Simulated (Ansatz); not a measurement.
Two isomers of C4H7FO: A = `C/C=C(\F)OC`, B = `C=COC(C)F`.

Gas-phase electronic energies from Ansatz, PBE0-D4/def2-TZVP geometries. CCSD(T)/CBS adds triple-zeta CCSD(T) − MP2 to the extrapolated MP2 energy (def2 sets, frozen cores). Functionals use def2-TZVPP. B3LYP here is the variant with VWN-RPA as its local correlation; programs differ in this. One conformer a species, not always the lowest.

A:

```xyz
13

C    -0.552   -1.561    1.619
C    -0.794   -0.435    0.675
C    -0.034   -0.144   -0.367
F     1.095   -0.825   -0.634
O    -0.304    0.782   -1.286
C     0.744    1.708   -1.552
H    -0.447   -1.199    2.646
H     0.353   -2.111    1.361
H    -1.389   -2.267    1.614
H    -1.665    0.195    0.809
H     0.345    2.418   -2.273
H     1.616    1.206   -1.976
H     1.030    2.234   -0.636
```

B:

```xyz
13

C     0.909   -2.022   -0.202
C     1.027   -1.083    0.726
O     0.531    0.182    0.703
C    -0.386    0.501   -0.285
C    -1.025    1.814    0.055
F     0.262    0.614   -1.501
H     1.347   -2.992   -0.012
H     0.422   -1.862   -1.154
H     1.566   -1.248    1.651
H    -1.108   -0.317   -0.397
H    -1.719    2.100   -0.735
H    -1.570    1.730    0.996
H    -0.256    2.580    0.154
```

(1) Which is lower in electronic energy at CCSD(T)/CBS, and by how much? (Estimate.)

(2) Give E(B) − E(A) in kcal/mol with CCSD(T)/def2-TZVPP, PBE-D4, B3LYP, B3LYP-D4, MP2/def2-TZVPP, ωB97M-V, PBE0-D4. (Estimate.)

Largest T1 diagnostic: 0.012.

## Answers

(1) The calculation gave: B, by 7.4 kcal/mol.

(2) Computed: CCSD(T)/def2-TZVPP -7.0, PBE-D4 -4.9, B3LYP -5.3, B3LYP-D4 -5.7, MP2/def2-TZVPP -6.8, ωB97M-V -6.5, PBE0-D4 -5.2. None reverses the order clearly.
